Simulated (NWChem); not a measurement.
System: hydrogen sulfide (H₂S); SMILES S

```xyz
3

S      0.0000     0.0000     0.1056
H      0.9740     0.0000    -0.8447
H     -0.9740     0.0000    -0.8447
```
Atoms are numbered in this order, from 1.

The geometry was optimised at PBE-D3(BJ)/def2-SVP.

Symmetry labels are those of C2v in the frame above (b1 and b2, or b-type labels, depend on it).

Question: List the 6 lowest vertical singlet excitations from PBE/def2-SVP, TDA (NWChem).

Answer: 
```tsv
state	energy (eV)	oscillator strength	symmetry	leading excitation (squared amplitude)
S1	6.14	0.000	a2	HOMO → LUMO (1.00)
S2	6.61	0.002	b2	HOMO → LUMO+1 (0.99)
S3	9.64	0.132	a1	HOMO−1 → LUMO+1 (0.89)
S4	10.06	0.118	b1	HOMO−1 → LUMO (0.82)
S5	12.09	0.770	b1	HOMO−2 → LUMO+1 (0.83)
S6	12.85	0.685	a1	HOMO−2 → LUMO (0.84)
```
